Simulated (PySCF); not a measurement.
Series: Y=E=Y. Isolated molecules, 0 K electronic values unless said otherwise. Strings in code marks are SMILES.

The S1–T1 gap (TDA) from two functionals at the same geometries (B3LYP-D3(BJ)/def2-TZVP), both in PySCF: PBE-D3(BJ)/def2-TZVP and B3LYP-D3(BJ)/def2-TZVP. B3LYP has the VWN-RPA correlation part, as in Gaussian. Excitations are Tamm–Dancoff values on a coarser integration grid. The basis has no diffuse functions, so Rydberg states are missing or too high.

```tsv
species	PBE-D3(BJ)/def2-TZVP (eV)
`N=C=N`	0.86
`O=S=O`	1.16
`O=[Se]=O`	0.81
`C=C=S`	0.37
```

**Question.** What does B3LYP-D3(BJ)/def2-TZVP give for each?

**Answer.** 
- `N=C=N`: 0.91
- `O=S=O`: 1.17
- `O=[Se]=O`: 0.81
- `C=C=S`: 0.35
Over these rows, drawn at random from the members with no instability flagged (it was tested for open shells, ions and some series alone), PBE minus B3LYP-D3(BJ): mean -0.01 eV, from -0.05 eV to +0.02 eV.
